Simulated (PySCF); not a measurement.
Question: Write Cartesian coordinates for `O=C1[CH]OCC1` [radical] as optimised with GFN2-xTB. (Doublet state.)

Answer: 
```
atom  x, y, z in Å
O1     2.3041    0.1373    0.7096
C2     1.1609    0.2073    0.2820
C3     0.5572    1.2417   -0.4723
O4    -0.7169    1.0254   -0.7896
C5    -1.1363   -0.2387   -0.2625
C6     0.0586   -0.8464    0.4655
H7     0.9930    2.1632   -0.8110
H8    -1.9880   -0.0468    0.3967
H9    -1.4798   -0.8438   -1.1070
H10   -0.1273   -1.0025    1.5274
H11    0.3799   -1.7941    0.0354
```

Orientation and origin are arbitrary. Atoms count from 1 in this order. The 5-membered ring C2–C3–O4–C5–C6 has internal angles of 103.4° to 114.6°; it is planar, 0.00 Å rms from its mean plane, widest ring torsion 0°. The 3 C–C bonds span 1.415 Å (C2–C3, drawn single in one of several resonance forms) to 1.536 Å (C2–C6, drawn single), a spread of 0.121 Å. C2 (carbon bonded to 2 C and O) is planar (angles 128.8°, 126.2° and 105.0°, sum 360.0°, 0.00 Å off the plane of its three neighbours). C3 (carbon bonded to C, O and H) is planar (angles 128.5°, 116.9° and 114.6°, sum 360.0°, 0.00 Å off the plane of its three neighbours).

Bonds between heavy atoms (Å): O1=C2 1.223, C2–C3 1.415, C3–O4 1.331, O4–C5 1.432, C5–C6 1.525, C2–C6 1.536.

Computed geometry: GFN2-xTB, gas phase. This method treats the open shell by occupation alone, without spin polarisation.

Point group: Cs (every atom within 0.08 Å of its image). Whether it is a minimum is left open (no frequencies).
